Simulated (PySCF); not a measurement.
## Solvent effects on NMR parameters

Mapped SMILES: `[SiH3:1][SiH2:2][PH2:3]`. Hydrogens are named by the atom that carries them.

GIAO PBE0/pcSseg-1 in PySCF on one PBE0-D3(BJ)/def2-SVP conformer, non-relativistic, equivalent nuclei averaged. Solvents enter as an IEF-PCM continuum (water with ε = 78.4) around the gas-phase geometry. Shifts are referred to TMS computed in the same medium.

Gas phase, δ in ppm: Si2 -81.3, Si1 -102.9, H(Si2) 4.11, H(Si1) 3.59, H(P3) 1.80. Dipole moment 0.94 D.

(1) How does each δ change in the continuum?

(2) Which nuclei move most (in ppm), and what does the model miss?

Results:

(1) 
```
 atoms                            environment  Δδ, water
   Si2           silicon bonded to P, Si, 2 H       +2.0
   Si1              silicon bonded to Si, 3 H       +0.8
H(Si2)  hydrogen on a silicon bonded to P, Si      -0.02
H(Si1)     hydrogen on a silicon bonded to Si      -0.06
 H(P3)  hydrogen on a phosphorus bonded to Si      +0.29
```

Changes are relative to the gas phase. The dipole moment becomes 1.35 D in water.

(2) Si2 (silicon bonded to P, Si, 2 H, +2.0 ppm) in water. A continuum only polarises the solute; specific hydrogen bonds, the anisotropy of aromatic solvents and changes of geometry or conformer are outside it.
